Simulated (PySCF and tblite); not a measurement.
C4H6O, numbered as in [O:1]=[CH:2][CH:3]1[CH2:4][CH2:5]1.

The ensemble was built from 90 distance-geometry starts (ETKDG and KDG, MMFF94s, GFN2-xTB) and rests on PBE0-D3(BJ)/def2-SVP geometries. Energies: B3LYP-D3(BJ)/def2-TZVP (IEF-PCM, chloroform), with GFN2-xTB thermal terms (modes under about 100 cm⁻¹ blended into free rotors). Symmetry numbers and mirror images are counted. Conformers within 3 kcal/mol (GFN2-xTB free energy) were kept, 8 at most. GIAO shieldings: WP04/pcSseg-1 (IEF-PCM, chloroform). Shifts are against TMS (¹H), TMS (¹³C) at the same level. (PySCF 2.14, tblite 0.8.)

Torsions listed: O1–C2–C3–C4.

```json
{"conformer": "1", "shape": "147°", "weight %": "75.6", "dipole D": "4.10"}
{"conformer": "2", "shape": "-33°", "weight %": "24.4", "dipole D": "3.47"}
```

Task: How do the computed shifts compare with measured ones?

Result: 
| nucleus | signal | leading conformer | average | measured | medium |
| --- | --- | --- | --- | --- | --- |
| ¹H | H3 | 1.61 | 1.69 | 1.79 | not stated per compound (mostly CDCl3 or CCl4) |
| ¹³C | C3 | 28.5 | 27.9 | 22.7 | not stated per compound (mostly CDCl3 or CCl4) |
| ¹³C | C4/C5 | 10.5 | 12.6 | 7.4 | not stated per compound (mostly CDCl3 or CCl4) |

Measured values: Pretsch, Buehlmann, Badertscher, Structure Determination of Organic Compounds, 4th ed. (2009). Mean difference for ¹³C: 5.20 ppm, scatter 0.00 ppm. The computed shifts are unscaled and lack vibrational corrections.
